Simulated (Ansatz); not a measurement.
Molecule: hydrogen peroxide, H2O2, charge 0, multiplicity 1. SMILES: OO
Geometry: optimised at B3LYP-D3(BJ)/def2-TZVP (Ansatz, an electronic-structure program).

Property: atomisation energy, in kcal/mol. Terms: non-relativistic; LANL2DZ all-electron up to Ne; no spin-orbit coupling; UHF or UKS for open shells; valence correlation only; 6-31G* and kin with 6d, 5d where marked; 6-311+G** with 5d; atomisation electronic, to ground-state atoms. CBS marks a two-point X^-3 extrapolation of the correlation energy; Hartree-Fock from the larger set. Ab initio and DFT rows: single points at B3LYP-D3(BJ) geometries (Ansatz).

Coupled cluster (Ansatz) is a level with limits of its own, used here on species with T1 under 0.025 (0.045 for open shells) and stable references: CCSD(T)/CBS(def2-TZVPPD,def2-QZVPPD).

Value to compare with, CCSD(T)/CBS(def2-TZVPPD,def2-QZVPPD) (Ansatz): 268.7 kcal/mol.

| level | program | atomisation energy (kcal/mol) | difference |
|---|---|---|---|
| HF/STO-3G | Ansatz | 136.3 | -132.4 |
| HF/3-21G | Ansatz | 103.3 | -165.4 |
| HF/LANL2DZ | Ansatz | 96.8 | -171.9 |
| HF/6-31G* | Ansatz | 124.2 | -144.5 |
| HF/6-311+G** | Ansatz | 130.0 | -138.7 |

Among the 5 habitual levels, HF/LANL2DZ lies farthest from CCSD(T)/CBS(def2-TZVPPD,def2-QZVPPD) (Ansatz) (-171.9 kcal/mol) and HF/STO-3G nearest (-132.4); 0 of 5 lie above it, and their mean absolute difference is 150.6 kcal/mol, the median 144.5. One case shows no general order.

The sets are all those run for this method; runs whose electronic state is in doubt are left out.
